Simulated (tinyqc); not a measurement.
Inside a calculation (part 2 of 3). Method: RHF in the sto-3g basis, for H3O+, spin multiplicity 1. Computed by tinyqc, a small Python program that keeps every step (integrals from PySCF). Command: `OMP_NUM_THREADS=1 python tinyqc.py 29678 29679 out.jsonl` (the two numbers bound the seeds that draw the settings). One thread of a shared host (Intel(R) Xeon(R) Processor @ 2.60GHz), about 0.06 s of CPU time with the checks.

Geometry (angstrom):
```
atom          x          y         z
O      0.000000   0.000000  0.322000
H      0.930000   0.000000  0.000000
H     -0.465000   0.805000  0.000000
H     -0.465000  -0.805000  0.000000
```

## Iteration 1: building the Fock matrix

D at the start:
```
            1O 1s      1O 2s     1O 2px     1O 2py     1O 2pz      2H 1s      3H 1s      4H 1s
1O 1s    0.306788   0.029747  -0.004182   0.342390   0.279224   0.364289   0.276590   0.096317
1O 2s    0.029747   2.760623  -0.066767  -0.572055  -0.502663  -1.004294  -0.270684  -2.167789
1O 2px  -0.004182  -0.066767   2.125941  -0.387805   0.780560  -1.336349   0.881211   0.537106
1O 2py   0.342390  -0.572055  -0.387805   2.158424   0.493253   0.058596  -0.443679   0.591647
1O 2pz   0.279224  -0.502663   0.780560   0.493253   0.994154   0.458653  -0.002655   0.421662
2H 1s    0.364289  -1.004294  -1.336349   0.058596   0.458653   2.984655  -0.648441   0.132579
3H 1s    0.276590  -0.270684   0.881211  -0.443679  -0.002655  -0.648441   1.810038   0.932629
4H 1s    0.096317  -2.167789   0.537106   0.591647   0.421662   0.132579   0.932629   2.093409
```

core Hamiltonian H = T + V (hartree):
```
             1O 1s      1O 2s     1O 2px     1O 2py     1O 2pz      2H 1s      3H 1s      4H 1s
1O 1s   -33.228688  -7.732996   0.000014   0.000000   0.014423  -1.666360  -1.667669  -1.667669
1O 2s    -7.732996  -9.839192   0.000148   0.000000   0.171241  -3.767298  -3.769382  -3.769382
1O 2px    0.000014   0.000148  -8.084759   0.000000  -0.000052  -2.491886   1.246916   1.246916
1O 2py    0.000000   0.000000   0.000000  -8.084752   0.000000   0.000000  -2.158550   2.158550
1O 2pz    0.014423   0.171241  -0.000052   0.000000  -7.965184   0.914236   0.914900   0.914900
2H 1s    -1.666360  -3.767298  -2.491886   0.000000   0.914236  -5.282908  -1.469629  -1.469629
3H 1s    -1.667669  -3.769382   1.246916  -2.158550   0.914900  -1.469629  -5.284243  -1.470953
4H 1s    -1.667669  -3.769382   1.246916   2.158550   0.914900  -1.469629  -1.470953  -5.284243
```

nuclear repulsion = 13.89326119 hartree

Given earlier and not repeated: Two-electron integrals (ij|kl) in chemists' order.

J_ij = sum D_kl (ij|kl), K_ij = sum D_kl (ik|jl); F = H + J - 0.5 K; E = tr D H + tr D J / 2 - 0.25 tr D K + E_nn.

Coulomb J (hartree):
```
            1O 1s      1O 2s     1O 2px     1O 2py     1O 2pz      2H 1s      3H 1s      4H 1s
1O 1s   10.084652   2.201601   0.002169  -0.006001  -0.013087   0.471979   0.471969   0.472764
1O 2s    2.201601   6.857033   0.048453  -0.044765  -0.168975   2.786565   2.747649   2.750953
1O 2px   0.002169   0.048453   6.902997  -0.049019   0.067525   2.117944  -1.025249  -1.005657
1O 2py  -0.006001  -0.044765  -0.049019   6.901079   0.029414  -0.025019   1.774993  -1.789597
1O 2pz  -0.013087  -0.168975   0.067525   0.029414   6.760076  -0.764430  -0.766947  -0.775284
2H 1s    0.471979   2.786565   2.117944  -0.025019  -0.764430   4.979203   1.135371   1.142017
3H 1s    0.471969   2.747649  -1.025249   1.774993  -0.766947   1.135371   4.772944   1.125612
4H 1s    0.472764   2.750953  -1.005657  -1.789597  -0.775284   1.142017   1.125612   4.743626
```

exchange K (hartree):
```
           1O 1s      1O 2s     1O 2px     1O 2py     1O 2pz      2H 1s      3H 1s      4H 1s
1O 1s   2.094881   1.104314   0.036687   0.367978   0.203080   0.404112   0.491240   0.177089
1O 2s   1.104314   2.045849   0.018021  -0.026258  -0.077663   0.839415   0.994587   0.593834
1O 2px  0.036687   0.018021   1.703088  -0.337981   0.693997   0.450341  -0.361206  -0.198437
1O 2py  0.367978  -0.026258  -0.337981   2.000362   0.301643  -0.174047   0.528776  -0.433532
1O 2pz  0.203080  -0.077663   0.693997   0.301643   1.250812   0.038709  -0.283356  -0.316940
2H 1s   0.404112   0.839415   0.450341  -0.174047   0.038709   1.471006   0.336023   0.335103
3H 1s   0.491240   0.994587  -0.361206   0.528776  -0.283356   0.336023   1.411285   0.446555
4H 1s   0.177089   0.593834  -0.198437  -0.433532  -0.316940   0.335103   0.446555   1.017835
```

Fock matrix F (hartree):
```
             1O 1s      1O 2s     1O 2px     1O 2py     1O 2pz      2H 1s      3H 1s      4H 1s
1O 1s   -24.191476  -6.083553  -0.016161  -0.189990  -0.100204  -1.396437  -1.441321  -1.283450
1O 2s    -6.083553  -4.005083   0.039591  -0.031636   0.041098  -1.400440  -1.519026  -1.315345
1O 2px   -0.016161   0.039591  -2.033306   0.119971  -0.279526  -0.599112   0.402270   0.340478
1O 2py   -0.189990  -0.031636   0.119971  -2.183854  -0.121407   0.062004  -0.647945   0.585719
1O 2pz   -0.100204   0.041098  -0.279526  -0.121407  -1.830514   0.130451   0.289632   0.298087
2H 1s    -1.396437  -1.400440  -0.599112   0.062004   0.130451  -1.039208  -0.502270  -0.495164
3H 1s    -1.441321  -1.519026   0.402270  -0.647945   0.289632  -0.502270  -1.216942  -0.568619
4H 1s    -1.283450  -1.315345   0.340478   0.585719   0.298087  -0.495164  -0.568619  -1.049535
```

total energy of this density = -38.79776449 hartree

## Iteration 1: diagonalisation and new density

X:
```
                1          2          3          4          5          6          7          8
1O 1s   -0.340701   0.000000   0.000499   0.742647   0.624525   0.000000   0.000092   0.128796
1O 2s    1.312283   0.000000  -0.001459  -0.134175   0.206042   0.000000   0.000151   0.406619
1O 2px  -0.001361   0.000000  -0.937494   0.000035  -0.000049   0.000000   0.677763  -0.000120
1O 2py   0.000000   0.937460   0.000000   0.000000   0.000000   0.677874   0.000000   0.000000
1O 2pz  -0.326825   0.000000   0.000305  -0.677290   0.697591   0.000000   0.000004  -0.104156
2H 1s   -0.568589   0.000000   0.977161  -0.121545  -0.099688   0.000000   0.433886   0.306185
3H 1s   -0.570687  -0.845893  -0.487579  -0.121461  -0.099617   0.375626  -0.216808   0.306355
4H 1s   -0.570687   0.845893  -0.487579  -0.121461  -0.099617  -0.375626  -0.216808   0.306355
```

Diagonalise F' = X^T F X, C = X C', fill 5 alpha and 5 beta electrons from the bottom; D = 2 C_occ C_occ^T. Each column has its largest component positive (the first on a tie).

F' = X^T F X (hartree):
```
           1          2          3           4           5          6          7          8
1  -1.608077   0.153147  -0.068256    1.965564    1.752666   0.000910   0.043620  -0.227131
2   0.153147  -0.770681  -0.034629    0.002098   -0.087543  -0.756013   0.050591   0.108509
3  -0.068256  -0.034629  -0.861277   -0.087436    0.049464  -0.008289   0.666160  -0.014521
4   1.965564   0.002098  -0.087436  -12.304578  -10.107983  -0.060670   0.129931  -4.340836
5   1.752666  -0.087543   0.049464  -10.107983  -11.614322  -0.190739  -0.209610  -4.320181
6   0.000910  -0.756013  -0.008289   -0.060670   -0.190739  -1.791087   0.110675  -0.075299
7   0.043620   0.050591   0.666160    0.129931   -0.209610   0.110675  -1.672646   0.088030
8  -0.227131   0.108509  -0.014521   -4.340836   -4.320181  -0.075299   0.088030  -3.751224
```

orbital energies (hartree): MO1 -24.199947, MO2 -2.677830, MO3 -2.263078, MO4 -2.196613, MO5 -1.595543, MO6 -0.629452, MO7 -0.473242, MO8 -0.338188

coefficients C:
```
              MO1        MO2        MO3        MO4        MO5        MO6        MO7        MO8
1O 1s    0.995554  -0.266064   0.008096  -0.056762  -0.007817   0.084743   0.022181   0.035810
1O 2s    0.018302   1.107087  -0.056726   0.191863   0.026982  -0.752906  -0.228222  -0.249395
1O 2px   0.000015  -0.123791  -0.651787   0.561716  -0.596306   0.162547  -0.428309  -0.130892
1O 2py   0.007721  -0.111171   0.783188   0.616605  -0.262406   0.032363   0.173842  -0.481887
1O 2pz   0.004277  -0.165258  -0.177634   0.571177   0.788016   0.223539   0.030966   0.077429
2H 1s    0.000717  -0.065395   0.047331  -0.053934   0.095303   0.237098   1.160035   0.405524
3H 1s    0.000279  -0.007153  -0.064829  -0.008189  -0.061416   0.699622  -0.554807   0.883294
4H 1s   -0.002602  -0.154909   0.035979   0.066349  -0.032118   0.903419   0.001390  -0.859467
```

D after iteration 1:
```
            1O 1s      1O 2s     1O 2px     1O 2py     1O 2pz      2H 1s      3H 1s      4H 1s
1O 1s    2.130534  -0.575793   0.000904   0.021316   0.016415   0.041626   0.005202   0.070803
1O 2s   -0.575793   2.533469  -0.016781  -0.112278  -0.083900  -0.165693  -0.014929  -0.323446
1O 2px   0.000904  -0.016781   2.222511   0.012245  -0.025644  -0.219759   0.150327   0.104295
1O 2py   0.021316  -0.112278   0.012245   2.149722   0.049389  -0.027838  -0.077820   0.189439
1O 2pz   0.016415  -0.083900  -0.025644   0.049389   2.012190   0.093394  -0.080751   0.063571
2H 1s    0.041626  -0.165693  -0.219759  -0.027838   0.093394   0.037017  -0.016024   0.010384
3H 1s    0.005202  -0.014929   0.150327  -0.077820  -0.080751  -0.016024   0.016186   0.000408
4H 1s    0.070803  -0.323446   0.104295   0.189439   0.063571   0.010384   0.000408   0.061464
```

## Iteration 2: building the Fock matrix

As before.

Coulomb J (hartree):
```
            1O 1s      1O 2s     1O 2px     1O 2py     1O 2pz      2H 1s      3H 1s      4H 1s
1O 1s   18.693104   3.567467  -0.001115  -0.002344  -0.000845   0.767747   0.768330   0.768578
1O 2s    3.567467   8.848620  -0.007145  -0.002638   0.005196   3.302781   3.311171   3.306222
1O 2px  -0.001115  -0.007145   8.840689  -0.003450  -0.000104   2.357575  -1.186977  -1.182785
1O 2py  -0.002344  -0.002638  -0.003450   8.839902  -0.000859  -0.000710   2.050662  -2.044225
1O 2pz  -0.000845   0.005196  -0.000104  -0.000859   8.841862  -0.814784  -0.818365  -0.815510
2H 1s    0.767747   3.302781   2.357575  -0.000710  -0.814784   4.977463   1.271549   1.269761
3H 1s    0.768330   3.311171  -1.186977   2.050662  -0.818365   1.271549   5.008529   1.273209
4H 1s    0.768578   3.306222  -1.182785  -2.044225  -0.815510   1.269761   1.273209   4.979434
```

exchange K (hartree):
```
            1O 1s      1O 2s     1O 2px     1O 2py     1O 2pz      2H 1s      3H 1s      4H 1s
1O 1s    9.851313   1.720799  -0.000871  -0.001663  -0.000299   0.389955   0.390021   0.389049
1O 2s    1.720799   2.880481  -0.006630  -0.007417  -0.000442   0.998887   1.044869   0.967281
1O 2px  -0.000871  -0.006630   2.381823  -0.008567  -0.000200   0.568420  -0.286052  -0.282977
1O 2py  -0.001663  -0.007417  -0.008567   2.375227   0.001399  -0.010185   0.535230  -0.486648
1O 2pz  -0.000299  -0.000442  -0.000200   0.001399   2.365760  -0.188655  -0.238351  -0.195761
2H 1s    0.389955   0.998887   0.568420  -0.010185  -0.188655   0.564681   0.326080   0.295485
3H 1s    0.390021   1.044869  -0.286052   0.535230  -0.238351   0.326080   0.652329   0.306026
4H 1s    0.389049   0.967281  -0.282977  -0.486648  -0.195761   0.295485   0.306026   0.534664
```

Fock matrix F (hartree):
```
             1O 1s      1O 2s     1O 2px     1O 2py     1O 2pz      2H 1s      3H 1s      4H 1s
1O 1s   -19.461240  -5.025929  -0.000665  -0.001512   0.013728  -1.093590  -1.094350  -1.093616
1O 2s    -5.025929  -2.430813  -0.003681   0.001071   0.176659  -0.963961  -0.980645  -0.946800
1O 2px   -0.000665  -0.003681  -0.434982   0.000834  -0.000056  -0.418522   0.202965   0.205620
1O 2py   -0.001512   0.001071   0.000834  -0.432464  -0.001559   0.004382  -0.375503   0.357649
1O 2pz    0.013728   0.176659  -0.000056  -0.001559  -0.306202   0.193779   0.215711   0.197271
2H 1s    -1.093590  -0.963961  -0.418522   0.004382   0.193779  -0.587786  -0.361120  -0.347611
3H 1s    -1.094350  -0.980645   0.202965  -0.375503   0.215711  -0.361120  -0.601879  -0.350758
4H 1s    -1.093616  -0.946800   0.205620   0.357649   0.197271  -0.347611  -0.350758  -0.572142
```

total energy of this density = -73.91040987 hartree

## Iteration 2: diagonalisation and new density

As before.

F' = X^T F X (hartree):
```
           1          2          3          4          5          6          7          8
1  -0.115916   0.031093   0.006000   1.489762   1.263469  -0.002728   0.003522   0.089675
2   0.031093   0.444610   0.008190   0.004076  -0.008680   0.037539   0.006972   0.021059
3   0.006000   0.008190   0.426232   0.004720  -0.010829   0.009715  -0.029914   0.003384
4   1.489762   0.004076   0.004720  -9.357219  -8.733991  -0.000251   0.003077  -3.636978
5   1.263469  -0.008680  -0.010829  -8.733991  -8.669160   0.003340  -0.005501  -3.506383
6  -0.002728   0.037539   0.009715  -0.000251   0.003340  -0.638751   0.003838  -0.013427
7   0.003522   0.006972  -0.029914   0.003077  -0.005501   0.003838  -0.631520  -0.004174
8   0.089675   0.021059   0.003384  -3.636978  -3.506383  -0.013427  -0.004174  -2.651769
```

orbital energies (hartree): MO1 -19.473048, MO2 -1.289410, MO3 -0.641585, MO4 -0.630778, MO5 -0.293923, MO6 0.258210, MO7 0.424149, MO8 0.452890

coefficients C:
```
              MO1        MO2        MO3        MO4        MO5        MO6        MO7        MO8
1O 1s    0.992859  -0.231594   0.005433   0.002855  -0.088977  -0.162115   0.004498   0.023714
1O 2s    0.032672   0.808347  -0.020061  -0.011721   0.430318   1.042445  -0.024903  -0.142717
1O 2px   0.000034   0.004986  -0.253439   0.599375  -0.023507   0.029598  -0.900595   0.319771
1O 2py   0.000052  -0.001792   0.593641   0.253306   0.014186  -0.120617  -0.321167  -0.896587
1O 2pz  -0.003115  -0.157981  -0.012495   0.013427   0.902369  -0.466959  -0.001380   0.073427
2H 1s   -0.005981   0.125366  -0.194610   0.420081  -0.121631  -0.660134   0.916894  -0.251981
3H 1s   -0.005953   0.150229   0.462504  -0.041619  -0.133272  -0.519531  -0.154465   1.017744
4H 1s   -0.006022   0.103892  -0.273271  -0.375796  -0.129692  -0.728751  -0.727069  -0.531344
```

D after iteration 2:
```
            1O 1s      1O 2s     1O 2px     1O 2py     1O 2pz      2H 1s      3H 1s      4H 1s
1O 1s    2.094718  -0.386401   0.002610   0.006305  -0.093651  -0.048016  -0.052901  -0.042116
1O 2s   -0.386401   1.680409  -0.016050  -0.020441   0.521187   0.095569   0.110205   0.075723
1O 2px   0.002610  -0.016050   0.848117   0.002062  -0.021571   0.609184  -0.276560  -0.304837
1O 2py   0.006305  -0.020441   0.002062   0.833557   0.018135  -0.022139   0.523718  -0.518885
1O 2pz  -0.093651   0.521187  -0.021571   0.018135   1.679149  -0.242941  -0.300627  -0.270111
2H 1s   -0.048016   0.095569   0.609184  -0.022139  -0.242941   0.489776  -0.144824  -0.151697
3H 1s   -0.052901   0.110205  -0.276560   0.523718  -0.300627  -0.144824   0.512016  -0.155642
4H 1s   -0.042116   0.075723  -0.304837  -0.518885  -0.270111  -0.151697  -0.155642   0.487098
```

## Iteration 11 (converged): orbitals

converged F (hartree):
```
             1O 1s      1O 2s     1O 2px     1O 2py     1O 2pz      2H 1s      3H 1s      4H 1s
1O 1s   -20.858913  -5.308325   0.000010   0.000000   0.020796  -1.151908  -1.152808  -1.152808
1O 2s    -5.308325  -2.992788   0.000125   0.000000   0.117253  -1.199430  -1.200075  -1.200075
1O 2px    0.000010   0.000125  -0.906252   0.000001  -0.000046  -0.625108   0.312769   0.312770
1O 2py    0.000000   0.000000   0.000001  -0.906286  -0.000002   0.000001  -0.541432   0.541433
1O 2pz    0.020796   0.117253  -0.000046  -0.000002  -0.915989   0.261358   0.261511   0.261509
2H 1s    -1.151908  -1.199430  -0.625108   0.000001   0.261358  -0.889364  -0.427794  -0.427793
3H 1s    -1.152808  -1.200075   0.312769  -0.541432   0.261511  -0.427794  -0.889847  -0.428175
4H 1s    -1.152808  -1.200075   0.312770   0.541433   0.261509  -0.427793  -0.428175  -0.889848
```

As before.

F' = X^T F X (hartree):
```
           1          2          3           4          5          6          7          8
1  -0.389268   0.000000   0.001190    1.677032   1.373422   0.000000   0.000179  -0.022035
2   0.000000   0.260248   0.000000    0.000003  -0.000003  -0.042933   0.000001   0.000001
3   0.001190   0.000000   0.260070   -0.003105  -0.002675   0.000000   0.043066  -0.000378
4   1.677032   0.000003  -0.003105  -10.361654  -9.068463   0.000000  -0.001728  -3.806384
5   1.373422  -0.000003  -0.002675   -9.068463  -9.605667  -0.000001  -0.001674  -3.682422
6   0.000000  -0.042933   0.000000    0.000000  -0.000001  -1.098183   0.000000   0.000001
7   0.000179   0.000001   0.043066   -0.001728  -0.001674   0.000000  -1.098159  -0.000675
8  -0.022035   0.000001  -0.000378   -3.806384  -3.682422   0.000001  -0.000675  -3.128042
```

orbital energies (hartree): MO1 -20.867760, MO2 -1.793451, MO3 -1.099539, MO4 -1.099523, MO5 -0.921656, MO6 0.098234, MO7 0.261436, MO8 0.261604

coefficients C:
```
              MO1        MO2        MO3        MO4        MO5        MO6        MO7        MO8
1O 1s    0.994009  -0.238658   0.000000  -0.000058  -0.064570  -0.158249  -0.000209   0.000000
1O 2s    0.027589   0.868100   0.000001   0.000299   0.318345   1.045074   0.001543   0.000003
1O 2px  -0.000003  -0.000125  -0.003279   0.707097  -0.000169   0.000941  -0.915566   0.000589
1O 2py   0.000000  -0.000001   0.707112   0.003278  -0.000001  -0.000004   0.000589   0.915601
1O 2pz  -0.002987  -0.122274   0.000004   0.000133   0.937859  -0.410463  -0.000602  -0.000004
2H 1s   -0.005037   0.096633  -0.001867   0.402657  -0.094585  -0.653087   0.988881  -0.000638
3H 1s   -0.005041   0.096715   0.349674  -0.199712  -0.094498  -0.651430  -0.496277  -0.857010
4H 1s   -0.005041   0.096715  -0.347808  -0.202948  -0.094488  -0.651437  -0.495175   0.857642
```

D after iteration 11:
```
            1O 1s      1O 2s     1O 2px     1O 2py     1O 2pz      2H 1s      3H 1s      4H 1s
1O 1s    2.098360  -0.400622  -0.000007   0.000000  -0.068690  -0.043971  -0.043958  -0.043959
1O 2s   -0.400622   1.711406   0.000099   0.000002   0.384669   0.107515   0.107354   0.107357
1O 2px  -0.000007   0.000099   0.999994  -0.000001  -0.000098   0.569455  -0.284717  -0.284719
1O 2py   0.000000   0.000002  -0.000001   1.000037   0.000006  -0.000001   0.493208  -0.493209
1O 2pz  -0.068690   0.384669  -0.000098   0.000006   1.789077  -0.200909  -0.200922  -0.200911
2H 1s   -0.043971   0.107515   0.569455  -0.000001  -0.200909   0.360892  -0.125518  -0.125521
3H 1s   -0.043958   0.107354  -0.284717   0.493208  -0.200922  -0.125518   0.360932  -0.125560
4H 1s   -0.043959   0.107357  -0.284719  -0.493209  -0.200911  -0.125521  -0.125560   0.360931
```

Within a degenerate level the vectors are fixed only up to a rotation; this is one choice.

## Convergence

Stop when the energy changes by less than 1e-08 hartree and every element of the error matrix X^T (F D S - S D F) X is below 3e-05.

Course of the cycle:
```
iteration   E (hartree)     change  largest element of the error matrix
1          -38.79776449          -                             1.05e+01
2          -73.91040987  -3.51e+01                             9.41e-01
3          -75.28757408  -1.38e+00                             2.19e-01
4          -75.32713381  -3.96e-02                             4.67e-02
5          -75.32898901  -1.86e-03                             8.72e-03
6          -75.32909661  -1.08e-04                             2.42e-03
7          -75.32910706  -1.05e-05                             9.79e-04
8          -75.32910854  -1.47e-06                             3.53e-04
9          -75.32910877  -2.39e-07                             1.49e-04
10         -75.32910881  -4.06e-08                             5.87e-05
11         -75.32910882  -6.97e-09                             2.50e-05
```

PySCF RHF in the same basis = -75.32910882 hartree

Converged in 11 iterations.
